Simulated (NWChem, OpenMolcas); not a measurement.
**How basis sets differ on CH2S (methanethial)**

CH2S: 4 atoms, total charge 0, spin state singlet. SMILES: `C=S`. The coordinates come from a PBE0-D4/def2-TZVP relaxation.

Each level gives the dipole moment (D). The values are calculated.

**The experiment to reproduce.** NIST CCCBDB gives the dipole moment of the gas as 1.65 D.

```tsv
level	kind	program	value (D)	computed − measured	CPU time
PBE0/STO-3G	global hybrid	OpenMolcas	0.73	-0.92	3.2 s
PBE0/def2-SVP	global hybrid	NWChem	1.67	+0.02	5.4 s
PBE0/def2-TZVP	global hybrid	NWChem	1.73	+0.08	22 s
PBE0/def2-TZVPP	global hybrid	NWChem	1.73	+0.08	16 s
```

Nearest: PBE0/def2-SVP (+0.02 D); farthest: PBE0/STO-3G (-0.92 D). The measured dipole is a vibrational average, so differences of a few hundredths of a debye mean little. Magnitudes only. Sets without polarisation functions give poor dipoles. Without the sets that lack polarisation functions the rows with a basis span only 1.67 to 1.73 D. CPU times are rough (shared hosts, several kinds of processor and program).
